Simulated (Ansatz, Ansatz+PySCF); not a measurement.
| atom | x (Å) | y (Å) | z (Å) |
| --- | --- | --- | --- |
| O | 0.0000 | 0.0000 | -0.0998 |
| H | 0.0000 | 0.0000 | 0.7985 |

UHF on doublet OH was run in several spherical basis sets with Ansatz (development build ahead of 0.2.0).

(1) Rank the basis sets by the total energy that they give, lowest first, with the distance from the lowest.
A. def2-TZVP
B. 6-31G(d)
C. def2-SVP
D. cc-pVDZ
E. cc-pVTZ

## Answers

(1) A (0.00 eV), E (0.07 eV), D (0.79 eV), B (1.15 eV), C (2.66 eV).

Totals follow the description of the cores as much as that of the bonds, so this order isn't one of quality for chemistry.
